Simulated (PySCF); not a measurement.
**`Cl`, ClH**

Cartesian coordinates in Å; atom numbers follow the order of the lines, from 1:
```xyz
2

Cl    0.6511   -0.0025   -0.0026
H    -0.6340    0.0046   -0.0111
```

Theory: PySCF, GIAO CAM-B3LYP/aug-pcSseg-2 magnetisability, rotational g tensor and spin-rotation constants, non-relativistic, gas phase. Geometry: PBE0-D3(BJ)/def2-SVP.

Q: How diamagnetic is it, and how anisotropic?

A: Isotropic -413 × 10⁻³⁰ J/T², or -24.9 × 10⁻⁶ cm³/mol; principal values -414, -413, -413 × 10⁻³⁰ J/T², anisotropy 2 × 10⁻³⁰ J/T² (root of half the summed squared differences of the principal values). The susceptibility is in cgs units.

Q: Split it along the inertial axes a, b, c into diamagnetic and paramagnetic parts about the centre of mass, with the quadrupole moment.

A: 
| axis | χ (10⁻⁶ cm³/mol) | diamagnetic (10⁻⁶ cm³/mol) | paramagnetic (10⁻⁶ cm³/mol) | summed x² of all electrons (Å²) | quadrupole Θ (D Å) |
| --- | --- | --- | --- | --- | --- |
| a | -25.0 | -25.0 | 0.0 | 3.8 | +3.69 |
| b | -24.9 | -28.4 | 3.6 | 2.9 | -1.84 |
| c | -24.9 | -28.4 | 3.6 | 2.9 | -1.84 |

Anisotropies 2χaa − χbb − χcc = -0.2 and 2χbb − χaa − χcc = +0.1 × 10⁻⁶ cm³/mol. Θ is traceless in Buckingham's convention.

Q: And the rotational g tensor?

A: 
```tsv
axis	rotational constant (GHz)	g	nuclear part	electronic part
b	312.4043	+0.4618	0.9852	-0.5234
c	312.4043	+0.4618	0.9852	-0.5234
```
Linear; isotopes 35Cl, 1H; no vibrational averaging.
